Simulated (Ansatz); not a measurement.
**CH3P (SMILES C=P): methods side by side**

The species is CH3P (5 atoms), meant as a singlet with charge 0. As SMILES, `C=P`. The coordinates come from a GFN2-xTB relaxation.

```xyz
5

C    -0.2155   -0.4928    0.0910
P     0.7452    0.7767    0.5714
H    -0.3195   -1.3555    0.7292
H    -0.7609   -0.5268   -0.8368
H     0.5505    1.5984   -0.5548
```

Quantity: the energy change with the C1–P2 bond stretched from 1.663 to 2.079 Å, in eV. The values are calculated.

```tsv
level	kind	program	value (eV)	less FCI/STO-3G
BLYP/STO-3G (restricted)	GGA	Ansatz	1.92	+0.23
B3LYP/STO-3G (restricted)	global hybrid	Ansatz	2.29	+0.60
wB97X/STO-3G (restricted)	range-separated hybrid	Ansatz	2.76	+1.07
RPA@PBE/STO-3G (restricted)	RPA	Ansatz	1.85	+0.16
MP2/STO-3G (restricted)	perturbation theory	Ansatz	1.98	+0.29
CCSD(T)/STO-3G (restricted)	coupled cluster or CI	Ansatz	1.68	-0.01
CCSDT/STO-3G (restricted)	coupled cluster or CI	Ansatz	1.73	+0.04
CCSDTQ/STO-3G (restricted)	coupled cluster or CI	Ansatz	1.69	0.00
FCI/STO-3G	exact in the basis	Ansatz	1.69	0.00
```

FCI/STO-3G is exact within its basis and frozen core, so for wave-function methods in that basis the difference is their error; functionals converge differently with the basis, so for them it is only a difference. The first shape isn't each level's own minimum. The values span 1.68 to 2.76 eV. All rows use very small basis sets, so none should be taken for the real molecule's value.
